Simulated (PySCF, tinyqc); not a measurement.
Orbital energy against energy difference: ionisation energy by orbital energies and by energy differences in the 6-31g basis, for CH2, spin multiplicity 1. Computed by the program tinyqc with PySCF. Command: `OMP_NUM_THREADS=1 python tinyqc.py 111749 111750 out.jsonl`; one thread of a shared host (Intel(R) Xeon(R) Processor @ 2.60GHz), about 10 s.

Geometry (angstrom):
```
atom       x        y       z
C     0.0000   0.0000  0.0000
H     0.0000   0.9220  0.4230
H     0.0000  -0.9220  0.4230
```

CCSD(T) difference in the same basis = 8.5696 eV

IP-EOM-CCSD = 8.5299 eV

The cation is unrestricted; errors are against CCSD(T) in this basis, not against experiment.

First vertical ionisation energy (eV):
```
method     -e(HOMO)  E(cation) - E  error of -e(HOMO)  error of the difference
HF            9.167        7.83775              0.597                   -0.732
LDA           4.920        9.14076             -3.650                    0.571
PBE           4.327        8.67149             -4.243                    0.102
B3LYP         5.141        9.12710             -3.429                    0.558
PBE0          5.410        8.98200             -3.160                    0.412
CAM-B3LYP     6.895        9.11947             -1.675                    0.550
LC-wPBE       8.436        9.09512             -0.133                    0.526
```

Koopmans errs by +0.60 eV and Delta-HF by -0.73 eV: relaxation, 1.33 eV, lowers the value and the missing correlation difference works against it. The PBE level is off by -4.2 eV through the wrong tail of its potential, though its energy difference is off by +0.10 eV; exact exchange deepens the level, and among the orbital energies LC-wPBE comes closest; among the differences PBE does. The restricted reference is unstable here: a spin-polarised solution lies 0.0380 hartree lower (PySCF), so results built on it describe a poor reference.
